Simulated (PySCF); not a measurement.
Gas-phase XPS of 2-methyl-1-butene, computed

Species: 2-methyl-1-butene, C₅H₁₀.
Z-matrix (Å and degrees, PBE0-D3(BJ)/def2-SVP geometry), rows numbered from 1:
```
C 
C   1  1.3382
C   2  1.5004  1  121.93
C   2  1.5070  1  121.49  3   179.93
C   4  1.5266  2  113.90  1  -113.39
H   1  1.0938  2  121.43  3    -0.22
H   1  1.0939  2  121.39  3   179.56
H   3  1.1034  2  110.77  1  -121.86
H   3  1.0987  2  111.78  1    -1.03
H   3  1.1024  2  111.43  1   119.82
H   4  1.1014  2  109.07  1     9.20
H   4  1.1056  2  108.81  1   124.82
H   5  1.1005  4  110.92  2   178.50
H   5  1.1008  4  112.01  2   -61.64
H   5  1.1010  4  110.86  2    58.63
```

The calculation used delta-SCF UKS SCAN, pcX-2 on the ionised atom, pcseg-1 elsewhere, spin-free X2C in PySCF 2.14.0. Vertical ΔSCF values, vacuum level as zero.

Task: Give the core binding energies atom by atom.

Result: 
```json
{"atom(s)": "C1", "environment": "terminal =CH2 carbon", "level": "C 1s", "binding energy (eV)": "289.67", "above the level's lowest (eV)": "0.00", "count": "1"}
{"atom(s)": "C2", "environment": "fully substituted alkene carbon", "level": "C 1s", "binding energy (eV)": "290.41", "above the level's lowest (eV)": "+0.74", "count": "1"}
{"atom(s)": "C3", "environment": "allylic carbon", "level": "C 1s", "binding energy (eV)": "290.66", "above the level's lowest (eV)": "+0.99", "count": "1"}
{"atom(s)": "C4", "environment": "allylic carbon", "level": "C 1s", "binding energy (eV)": "290.61", "above the level's lowest (eV)": "+0.94", "count": "1"}
{"atom(s)": "C5", "environment": "methyl carbon", "level": "C 1s", "binding energy (eV)": "290.54", "above the level's lowest (eV)": "+0.87", "count": "1"}
```

Lowest listed C 1s: C1, bonded to C (double bond) and 2 H. Highest, 0.99 eV above it: C3, bonded to C and 3 H. Summing the Pauling electronegativity differences to the bonded atoms, each weighted by its formal bond order, gives -0.70 for the lowest site and -1.05 for the highest; the largest sum, 0.00, belongs to C2, 0.25 eV below the top. The smallest sum, -1.05, belongs to C5, 0.87 eV above the lowest. The values 290.61 and 290.66 eV lie too close for their order to be trusted.

Task: Which photon energy gives electrons from C 1s of C1 a kinetic energy of 200 eV, and what is their de Broglie wavelength?

Result: hν = 289.67 + 200 = 489.67 eV, recoil neglected; λ = 12.264 Å/√(E/eV) = 0.87 Å.

The unrestricted hole states depart most from a pure doublet (⟨S²⟩ = 0.75; over 0.85 named) for C 1s of C2 (0.86), which makes this value less certain. The structure is a single PBE0-D3(BJ)/def2-SVP conformer in the gas phase; no vibrational or solvent corrections.
